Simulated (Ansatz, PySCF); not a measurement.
C3H6, SMILES CC=C. Atoms are numbered in the order given.

```xyz
9

C     -0.1651    -1.2250     0.0000
C      0.4538     0.1327     0.0000
C     -0.2191     1.2783     0.0000
H      0.1500    -1.8001     0.8769
H      0.1500    -1.8001    -0.8769
H     -1.2553    -1.1670     0.0000
H      1.5426     0.1631     0.0000
H     -1.3052     1.2949     0.0000
H      0.2890     2.2356     0.0000
```

Geometry: r2SCAN-D4/def2-TZVP.

Two levels are set side by side: PBE-D3(BJ)/def2-TZVP (Ansatz, a program for electronic structure) and r2SCAN-D4/def2-TZVP (Ansatz). Each level has its own optimised geometry; the coordinates shown are those of the second. Frequencies come from the Hessian of PySCF at each geometry. Differences are taken from unrounded values.

| quantity | r2SCAN-D4 |
|---|---|
| mean bond length (Å) | 1.170 |
| bond C1–C2 (Å) | 1.492 |
| bond C2–C3 (Å) | 1.329 |
| bond C1–H4 (Å) | 1.095 |
| bond C1–H5 (Å) | 1.095 |
| bond C1–H6 (Å) | 1.092 |
| bond C2–H7 (Å) | 1.089 |
| bond C3–H8 (Å) | 1.086 |
| bond C3–H9 (Å) | 1.084 |
| highest harmonic wavenumber (cm⁻¹) | 3221 |
| mean harmonic wavenumber (cm⁻¹) | 1658 |
| zero-point energy (kcal/mol) | 49.78 |

**Question.** What does PBE-D3(BJ) give, and how far is it from r2SCAN-D4? (An estimate is asked for; the answer gives what the named calculation found.)

**Answer.** 
```csv
quantity,PBE-D3(BJ),PBE-D3(BJ) minus r2SCAN-D4
mean bond length (Å),1.177,0.007
bond C1–C2 (Å),1.496,0.004
bond C2–C3 (Å),1.336,0.007
bond C1–H4 (Å),1.102,0.007
bond C1–H5 (Å),1.102,0.007
bond C1–H6 (Å),1.099,0.007
bond C2–H7 (Å),1.096,0.007
bond C3–H8 (Å),1.093,0.007
bond C3–H9 (Å),1.091,0.007
highest harmonic wavenumber (cm⁻¹),3151,-69
mean harmonic wavenumber (cm⁻¹),1616,-42
zero-point energy (kcal/mol),48.51,-1.27
```
